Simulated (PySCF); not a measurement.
## Working out the electron affinity of S

S⁻ [Ne] 3s2 3p5 (2P) → S [Ne] 3s2 3p4 (3P). Calculation: PySCF 2.14, in aug-cc-pwCVDZ (6s5p3d, 36 functions); the non-relativistic Hamiltonian (point nucleus). Frozen: [Ne]. Energies in hartree (1 hartree = 27.21139 eV):

```
            part   S⁻ (lower)    S (upper)
             UHF  -397.532824  -397.499208
CCSD correlation    -0.144259    -0.114593
             (T)    -0.004344    -0.002294
```

Task: What does Hartree-Fock give?

Result: (-397.499208) − (-397.532824) = 0.033616 hartree = 0.915 eV.

Task: What do CCSD and CCSD(T) give?

Result: The CCSD correlation energies differ by 0.029666 hartree = 0.807 eV and the triples by 0.002050 hartree = 0.056 eV, so CCSD gives 1.722 eV and CCSD(T) 1.778 eV.

A first-order spin-orbit estimate adds -0.003 eV to CCSD(T) (valence), giving 1.775 eV against 2.077 eV (measured; photodetachment measurements, as compiled on the Wikipedia data page of electron affinities).

A double-zeta basis recovers only part of the correlation energy.

What remains against the reference includes basis incompleteness, the frozen core and higher excitations.
